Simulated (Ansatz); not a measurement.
Results of PBEsol (plane waves, PAW; Ansatz, a program for electronic structure) for antifluorite Mg2Sn.

The run printed, among other lines:

```
Crystal: 3 atoms, lattice volume = 76.728 Å³
Basis set: ecut = 520 eV, 2085 PW (Γ), exchange–correlation on 72×72×72 points (8 copies of the dense FFT grid, shifted against one another)
Bands: 21, of which v1, the nominal top of the filled ones, is band 17 counted from 1 (16 counted from 0)
Symmetry: 48 space group operations
Space group: Fm-3m (ITA 225), of the structure as read, at distance tolerance 4.2e-5 Å
k-points: 47 of 1000
Functional: x = pbesol(κ = 0.804, μ = 0.12345679012345678), c = pbesol(β = 0.046)
SCF iter   1: F=—  HF=-9774.509814 eV  |F-HF|=—  |Δ(HF+E_count)|=         —  Δρ=4.35e-3  dr2=2.18e-2
SCF iter   2: F=—  HF=-9774.503702 eV  |F-HF|=—  |Δ(HF+E_count)|=   6.11e-3  Δρ=1.60e-3  dr2=1.66e-3
  ...
SCF iter   6: F=—  HF=-9774.503679 eV  |F-HF|=—  |Δ(HF+E_count)|=   1.70e-8  Δρ=1.84e-6  dr2=1.69e-9
SCF iter   7: F=-9774.503679 eV  HF=-9774.503679 eV  |F-HF|=5.46e-12  |Δ(HF+E_count)|=   1.58e-9  Δρ=2.14e-7  dr2=1.43e-11
SCF 1 converged in 7 iterations: F = -9774.503679 eV  dr2 = 1.43e-11
SCF converged after 7 iterations
Free energy (F): -9774.503679 eV
Internal energy: -9774.503648 eV  (E = F + TS)
E sigma→0 (E₀):  -9774.503664 eV
Fermi energy:    6.967780 eV
--- Stress (GPa, compression-positive) ---
        0.001357      -0.000000       0.000000
        0.000000       0.001357       0.000000
        0.000000      -0.000000       0.001357
  P = ⅓ Tr σ = 0.0014 GPa (0.014 kbar)
```

### Question
Write an input file that could have produced this run (the log leaves some choices open).

### Answer
This is not unique; one that fits is 
Ansatz 0.2 input:
```yaml
crystal:
  lattice:
    - [0.0, 3.3726822307, 3.3726822307]
    - [3.3726822307, 0.0, 3.3726822307]
    - [3.3726822307, 3.3726822307, 0.0]
  atoms:
    - { symbol: Mg, position: [0.25, 0.25, 0.25] }
    - { symbol: Mg, position: [0.75, 0.75, 0.75] }
    - { symbol: Sn, position: [0.0, 0.0, 0.0] }
basis:
  ecutwfc: 520
  ecutrho_ratio: 4
  xc_grid: 2
kpoints:
  mp_grid: { grid: [10, 10, 10] }
hamiltonian:
  xc: pbesol
  dispersion: none
  pseudopotentials: { kind: paw }
scf:
  occupations: { method: fermi_dirac, width: 0.01 }
  convergence: { dr2_threshold: 0.0000000003 }
output:
  forces: true
  stress: true
  eigenvalues: true
```

The PAW data were made under PBE.

Note: the gap of the solid is closed in this run. Note: the run finds no gap at this volume, although the solid has one.

Computing time: very roughly 4 core-seconds.
